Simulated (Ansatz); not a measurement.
# A workflow on C3H4O (propargyl alcohol)

Aim: a series of 18 runs (HF/STO-3G, UHF/STO-3G, HF/3-21G, UHF/3-21G, HF/6-31G*, UHF/6-31G*, B3LYP/6-31G*, PBE/def2-SVP, and more) of C3H4O. 

Program for the calculation: Ansatz 0.2.0.

## Step 1: The molecule

C3H4O: 8 atoms, total charge 0, spin state singlet. As SMILES, `C#CCO`. The coordinates come from a PBE0-D4/def2-TZVP relaxation. This is one conformer, not always the lowest. The run starts from this shape.

Bond lengths: C1–C2 1.200 Å, C2–C3 1.458 Å, C3–O4 1.410 Å, C1–H5 1.064 Å, C3–H6 1.099 Å, C3–H7 1.093 Å, O4–H8 0.961 Å. Angles: C1–C2–C3 178.1°, C2–C3–O4 113.4°, C2–C1–H5 179.3°, C2–C3–H6 108.8°, C2–C3–H7 109.6°, O4–C3–H6 111.4°, O4–C3–H7 106.3°, C3–O4–H8 108.1°, H6–C3–H7 107.1°.

## Step 2: A geometry optimisation at HF/STO-3G (run 1)

File molecule.yaml:

```yaml
crystal:
  periodic: [false, false, false]
  atoms:
    - symbol: C
      position_ang: [-0.636000, 1.383820, -1.088110]
    - symbol: C
      position_ang: [-0.111980, 0.626580, -0.318250]
    - symbol: C
      position_ang: [0.516910, -0.328850, 0.585990]
    - symbol: O
      position_ang: [-0.281560, -1.461500, 0.847500]
    - symbol: H
      position_ang: [-1.103180, 2.063540, -1.761060]
    - symbol: H
      position_ang: [1.495600, -0.613620, 0.175390]
    - symbol: H
      position_ang: [0.700350, 0.146860, 1.552640]
    - symbol: H
      position_ang: [-0.580130, -1.816820, 0.005890]
basis:
  gaussian:
    orbitals: STO-3G
total_charge: 0
hamiltonian:
  xc: hf
relax:
  f_tol: 0.002
output:
  orbitals: {seedname: orbitals}
```

Run with:

```sh
$ ansatz run molecule.yaml --threads 1 --pin off --max-ram 3480MiB --events-out events.jsonl --progress --plain --runs-dir runs
```

Log:

```text
Warning: RAYON_NUM_THREADS=1 ignored (pool sized by the plan → 1); use --threads N
The last accepted step is kept in runs//last_step.txt (removed where the run ends without a failure and the disk answers)
[... 68 lines left out ...]
Total energy: -5123.16835870 eV, -188.2729645740 hartree
[... 8 lines left out ...]
Dipole moment:     0.115986     0.031525    -0.250322 e Å
```

Run time: 3.9 s. Hardware: 1 thread of Arm Neoverse V1, shared host; peak memory 0.087 GiB.

The path in brief:

```
step  energy from the first frame kept (eV)  largest force (eV/Å)
   1                                 0.0000                6.1587
   2                                -0.1464                2.0956
   3                                -0.1642                0.1624
   4                                -0.1657                0.0668
   5                                -0.1662                0.0512
   6                                -0.1662                0.0329
   7                                -0.1663                0.0212
   8                                -0.1663                0.0108
   9                                -0.1663                0.0022
```

After the run. Bond lengths: C1–C2 1.170 Å, C2–C3 1.497 Å, C3–O4 1.438 Å, C1–H5 1.065 Å, C3–H6 1.099 Å, C3–H7 1.096 Å, O4–H8 0.991 Å. Angles: C1–C2–C3 179.1°, C2–C3–O4 113.3°, C2–C1–H5 179.9°, C2–C3–H6 108.7°, C2–C3–H7 109.2°, O4–C3–H6 111.4°, O4–C3–H7 106.6°, C3–O4–H8 104.0°, H6–C3–H7 107.3°.

## Step 3: Vibrational wavenumbers at HF/STO-3G (run 2)

File job.yaml:

```yaml
crystal:
  periodic: [false, false, false]
  atoms:
    - {symbol: C, position_ang: [-0.637001, 1.402129, -1.084825]}
    - {symbol: C, position_ang: [-0.130331, 0.649310, -0.345552]}
    - {symbol: C, position_ang: [0.507835, -0.330309, 0.589251]}
    - {symbol: O, position_ang: [-0.328829, -1.460741, 0.886811]}
    - {symbol: H, position_ang: [-1.096609, 2.088604, -1.756282]}
    - {symbol: H, position_ang: [1.472196, -0.645780, 0.166044]}
    - {symbol: H, position_ang: [0.716734, 0.165331, 1.544138]}
    - {symbol: H, position_ang: [-0.503986, -1.868534, 0.000404]}
basis:
  gaussian: {orbitals: STO-3G}
phonons: {temperatures: {t_min: 298.15, t_max: 298.15, t_step: 1}}
hamiltonian: {xc: hf}
```

Run with:

```sh
$ ansatz run job.yaml --threads 1 --pin off --max-ram 3480MiB --events-out events.jsonl --progress --plain --runs-dir runs
```

Log:

```text
Warning: RAYON_NUM_THREADS=1 ignored (pool sized by the plan → 1); use --threads N
[... 263 lines left out ...]
Total energy: -5123.16835817 eV, -188.2729645544 hartree
[... 8 lines left out ...]
Dipole moment:     0.115986     0.031526    -0.250323 e Å
Vibrations: 244.99 340.87 437.21 642.14 939.85 960.25 1037.39 1121.49 1294.82 1424.11 1618.88 1727.04 1789.42 2684.40 3550.80 3665.53 3946.03 4231.58 cm⁻¹, zero-point energy 1.962471 eV
```

It took 13 s on 1 thread of Arm Neoverse V1, shared host; peak memory 0.082 GiB.

Runs 3 to 16 aren't shown in full; the table further down has their settings and results.

## Step 4: A geometry optimisation at MP2/6-31G(d) (Cartesian functions) (run 17)

File input.yaml:

```yaml
crystal:
  periodic: [false, false, false]
  atoms:
    - {symbol: C, position_ang: [-0.636000, 1.383820, -1.088110]}
    - {symbol: C, position_ang: [-0.111980, 0.626580, -0.318250]}
    - {symbol: C, position_ang: [0.516910, -0.328850, 0.585990]}
    - {symbol: O, position_ang: [-0.281560, -1.461500, 0.847500]}
    - {symbol: H, position_ang: [-1.103180, 2.063540, -1.761060]}
    - {symbol: H, position_ang: [1.495600, -0.613620, 0.175390]}
    - {symbol: H, position_ang: [0.700350, 0.146860, 1.552640]}
    - {symbol: H, position_ang: [-0.580130, -1.816820, 0.005890]}
basis:
  gaussian: {orbitals: "6-31G*"}
relax: {f_tol: 0.002}
output: {orbitals: {seedname: orbitals}}
correlation: {method: mp2}
```

Run with:

```sh
$ ansatz run input.yaml --threads 1 --pin off --max-ram 3480MiB --events-out events.jsonl --progress --plain --runs-dir runs
```

Log:

```text
Warning: RAYON_NUM_THREADS=1 ignored (pool sized by the plan → 1); use --threads N
[... 1 set-up line as earlier in the session ...]
[... 20 lines left out ...]
4 core orbitals not correlated: weight in the atoms' cores, before any rotation towards them, 1.000 or more for the frozen orbitals, at most 0.000 for the correlated occupied ones
[... 24 lines left out ...]
4 core orbitals not correlated: weight in the atoms' cores, before any rotation towards them, 1.000 or more for the frozen orbitals, at most 0.000 for the correlated occupied ones
[... 24 lines left out ...]
4 core orbitals not correlated: weight in the atoms' cores, before any rotation towards them, 1.000 or more for the frozen orbitals, at most 0.000 for the correlated occupied ones
[... 20 lines left out ...]
Dipole moment:     0.112003     0.074258    -0.317029 e Å
Checks for a lower state left out: cluster_reference
```

Run time: 13 s. Hardware: 1 thread of Arm Neoverse V1, shared host; peak memory 0.13 GiB.

Steps, from the record of the run:

```
step  energy from the first frame kept (eV)  largest force (eV/Å)
   1                                 0.0000                2.0488
   2                                -0.0313                0.3022
   3                                -0.0335                0.0898
   4                                -0.0341                0.0390
   5                                -0.0343                0.0445
   6                                -0.0344                0.0128
   7                                -0.0344                0.0055
   8                                -0.0344                0.0013
```

After the run. Bond lengths: C1–C2 1.221 Å, C2–C3 1.469 Å, C3–O4 1.427 Å, C1–H5 1.067 Å, C3–H6 1.099 Å, C3–H7 1.093 Å, O4–H8 0.972 Å. Angles: C1–C2–C3 177.5°, C2–C3–O4 112.8°, C2–C1–H5 178.1°, C2–C3–H6 109.5°, C2–C3–H7 110.2°, O4–C3–H6 111.3°, O4–C3–H7 105.5°, C3–O4–H8 106.9°, H6–C3–H7 107.5°.

## Step 5: Vibrational wavenumbers at MP2/6-31G(d) (Cartesian functions) (run 18)

File in.yaml:

```yaml
crystal:
  periodic: [false, false, false]
  atoms:
    - {symbol: C, position_ang: [-0.643170, 1.403603, -1.108736]}
    - {symbol: C, position_ang: [-0.115554, 0.639153, -0.316815]}
    - {symbol: C, position_ang: [0.520103, -0.326685, 0.590043]}
    - {symbol: O, position_ang: [-0.309820, -1.454118, 0.865670]}
    - {symbol: H, position_ang: [-1.114944, 2.091179, -1.773988]}
    - {symbol: H, position_ang: [1.489075, -0.636468, 0.174159]}
    - {symbol: H, position_ang: [0.713005, 0.136958, 1.560477]}
    - {symbol: H, position_ang: [-0.538685, -1.853612, 0.009180]}
basis:
  gaussian:
    orbitals: "6-31G*"
correlation:
  method: mp2
phonons:
  temperatures: {t_min: 298.15, t_max: 298.15, t_step: 1}
```

Run with:

```sh
$ ansatz run in.yaml --threads 1 --pin off --max-ram 3480MiB --events-out events.jsonl --progress --plain --runs-dir runs
```

Log:

```text
Warning: RAYON_NUM_THREADS=1 ignored (pool sized by the plan → 1); use --threads N
[... 26 lines left out ...]
4 core orbitals not correlated: weight in the atoms' cores, before any rotation towards them, 1.000 or more for the frozen orbitals, at most 0.000 for the correlated occupied ones
[... 87 lines left out ...]
4 core orbitals not correlated: weight in the atoms' cores, before any rotation towards them, 1.000 or more for the frozen orbitals, at most 0.000 for the correlated occupied ones
[... 86 lines left out ...]
4 core orbitals not correlated: weight in the atoms' cores, before any rotation towards them, 1.000 or more for the frozen orbitals, at most 0.000 for the correlated occupied ones
[... 86 lines left out ...]
4 core orbitals not correlated: weight in the atoms' cores, before any rotation towards them, 1.000 or more for the frozen orbitals, at most 0.000 for the correlated occupied ones
[... 85 lines left out ...]
Dipole moment:     0.112002     0.074258    -0.317029 e Å
[... 1 line left out ...]
Checks for a lower state left out: cluster_reference
```

Run time: 64 s. Hardware: 1 thread of Arm Neoverse V1, shared host; peak memory 0.13 GiB.

## Step 6: All runs side by side

```
run                               level         task  walk f tol  partner  energy (Eh)  dipole moment (D)  wall time
  1                           HF/STO-3G     optimise       0.002     base  -188.272965               1.33      3.9 s
  2                           HF/STO-3G  frequencies           –     base  -188.272965               1.33       13 s
  3                          UHF/STO-3G       energy           –   cation  -188.004189                  –     0.34 s
  4                          UHF/STO-3G     optimise           –   cation  -188.019953                  –      6.6 s
  5                            HF/3-21G     optimise       0.002     base  -189.650049               1.88      4.2 s
  6                            HF/3-21G  frequencies           –     base  -189.650049               1.88       14 s
  7                           UHF/3-21G       energy           –   cation  -189.300505                  –      1.4 s
  8                           UHF/3-21G     optimise           –   cation  -189.320206                  –        9 s
  9     HF/6-31G* (Cartesian functions)     optimise       0.002     base  -190.706382               1.65      8.1 s
 10     HF/6-31G* (Cartesian functions)  frequencies           –     base  -190.706382               1.65       35 s
 11    UHF/6-31G* (Cartesian functions)       energy           –   cation  -190.364386                  –      2.3 s
 12    UHF/6-31G* (Cartesian functions)     optimise           –   cation  -190.373773                  –       21 s
 13  B3LYP/6-31G* (Cartesian functions)     optimise       0.002     base  -191.852463               1.50       20 s
 14  B3LYP/6-31G* (Cartesian functions)  frequencies           –     base  -191.852463               1.50       68 s
 15                        PBE/def2-SVP     optimise       0.002     base  -191.480754               1.30       13 s
 16                        PBE/def2-SVP  frequencies           –     base  -191.480754               1.30       49 s
 17    MP2/6-31G* (Cartesian functions)     optimise       0.002     base  -191.259479               1.65       13 s
 18    MP2/6-31G* (Cartesian functions)  frequencies           –     base  -191.259479               1.65       64 s
```

## Step 7: Results

| quantity | value |
| --- | --- |
| run 18, MP2/6-31G*: total energy | -191.25948 Eh |
| run 18, MP2/6-31G*: dipole moment (correlated density) | 1.65 D |
| run 18, MP2/6-31G*: correlation energy (4 core orbitals frozen) | -557.2 mEh |
| run 18, MP2/6-31G*: largest force on an atom | 0.001 eV/Å |
| run 18, MP2/6-31G*: lowest harmonic wavenumber | 168 cm⁻¹ |
| run 18, MP2/6-31G*: highest harmonic wavenumber | 3770 cm⁻¹ |
| run 18, MP2/6-31G*: zero-point energy | 160.4 kJ/mol |
| vertical ionisation energy (to the doublet cation), HF/STO-3G | 7.314 eV |
| vertical ionisation energy (to the doublet cation), HF/3-21G | 9.512 eV |
| vertical ionisation energy (to the doublet cation), HF/6-31G* | 9.306 eV |
| adiabatic ionisation energy (to the doublet cation, no zero-point term), HF/STO-3G | 6.885 eV |
| adiabatic ionisation energy (to the doublet cation, no zero-point term), HF/3-21G | 8.975 eV |
| adiabatic ionisation energy (to the doublet cation, no zero-point term), HF/6-31G* | 9.051 eV |

In words: At HF/STO-3G: the vertical ionisation energy comes to 7.31 eV (169 kcal/mol). In a minimal basis such a difference can be off by several eV, whatever the method. At HF/3-21G: removing an electron at fixed nuclei costs 9.51 eV (219 kcal/mol). At HF/6-31G*: the vertical ionisation energy comes to 9.31 eV (898 kJ/mol). At HF/STO-3G: the adiabatic ionisation energy (to the doublet cation, no zero-point term) is 6.88 eV (159 kcal/mol). At HF/3-21G: the adiabatic ionisation energy (to the doublet cation, no zero-point term) is 8.98 eV (207 kcal/mol). Totals of different functionals can't be ranked against each other. In runs 1, 2, 3, 4 the basis is minimal, so the values are rough. All runs together took 5.7 min, the longest 68 s.
